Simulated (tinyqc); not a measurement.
Orbital energy against energy difference: ionisation energy by orbital energies and by energy differences in the 6-31g* basis, for BH3, spin multiplicity 1. Computed by the program tinyqc with PySCF. The cation is unrestricted; errors are against CCSD(T) in this basis, not against experiment.

Geometry (angstrom):
```
atom        x        y       z
B      0.0000   0.0000  0.0030
H      1.1120   0.0000  0.0000
H     -0.5560   0.9630  0.0000
H     -0.5560  -0.9630  0.0000
```

CCSD(T) difference in the same basis = 13.2192 eV

IP-EOM-CCSD = 13.2610 eV

First vertical ionisation energy (eV):
```
method     -e(HOMO)  E(cation) - E  error of -e(HOMO)  error of the difference
HF          13.8836      12.822110             0.6644                  -0.3971
LDA          8.4547      13.242578            -4.7645                   0.0234
PBE          8.4696      13.202744            -4.7496                  -0.0164
PBE0        10.0357      13.414386            -3.1835                   0.1952
CAM-B3LYP   11.5368      13.517211            -1.6824                   0.2980
LC-wPBE     13.0578      13.596611            -0.1614                   0.3774
```

Estimate the missing row, method = B3LYP.

Computed row:
```
method  -e(HOMO)  E(cation) - E  error of -e(HOMO)  error of the difference
B3LYP     9.7918      13.484387            -3.4274                   0.2652
```

Koopmans errs by +0.66 eV and Delta-HF by -0.40 eV: relaxation, 1.06 eV, lowers the value and the missing correlation difference works against it. The PBE level is off by -4.7 eV through the wrong tail of its potential, though its energy difference is off by -0.02 eV; exact exchange deepens the level, and among the orbital energies LC-wPBE comes closest; among the differences PBE does.
